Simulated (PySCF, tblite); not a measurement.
A database entry of computed molecular properties. Lists by class give the value and the number of equivalent atoms.

```json
{
 "name": "CClF",
 "formula": "CClF",
 "smiles": "F[C]Cl",
 "inchi": "InChI=1S/CClF/c2-1-3",
 "charge": 0,
 "multiplicity": 1,
 "geometry_level": "GFN2-xTB",
 "atoms_angstrom": [
  ["F", -1.13, -0.347, -0.003],
  ["C", -0.166, 0.555, -0.011],
  ["Cl", 1.307, -0.21, 0.001]
 ],
 "electronic_structure_code": "PySCF",
 "results": {
  "GFN2-xTB geometry": {
   "point_group": "Cs",
   "rotational_constants_GHz": [75.319, 6.576, 6.048]
  },
  "PBE0/pcSseg-1 ground state and GIAO shieldings, non-relativistic": {
   "dipole_D": 1.14,
   "homo_eV": -7.79,
   "lumo_eV": -2.78,
   "shift_vs_computed_TMS_C_by_class_ppm": [
    [504.8, 1]
   ],
   "shielding_other_nuclei_by_class_ppm": [
    ["F", -261.1, 1],
    ["Cl", 17.6, 1]
   ],
   "charges_hirshfeld_e_by_atom": [-0.04, 0.01, 0.03]
  },
  "GFN2-xTB harmonic vibrations, gas phase": {
   "strongest_ir_bands_cm-1_km_per_mol_modes": [
    [442.9, 3.0, 1],
    [825.7, 66.0, 1],
    [1127.6, 278.6, 1]
   ],
   "zpe_kcal_per_mol": 3.4
  }
 }
}
```

The rotational constants make it an asymmetric top with κ = (2B − A − C)/(A − C) = -0.98, nearer the prolate limit (−1). A dipole of 1.14 D is allowed in Cs, and pure rotational transitions are dipole-allowed. In atomic units the dipole is 0.45 e·bohr (1 au = 2.5417 D). The zero-point energy, half the sum of the 3 harmonic wavenumbers, equals 1200 cm⁻¹ or 14 kJ/mol. With B = h/(8π²I), that is 505.379 GHz u Å² over I, the principal moments of inertia are 6.7, 76.8 and 83.6 u Å² (most abundant isotopes).

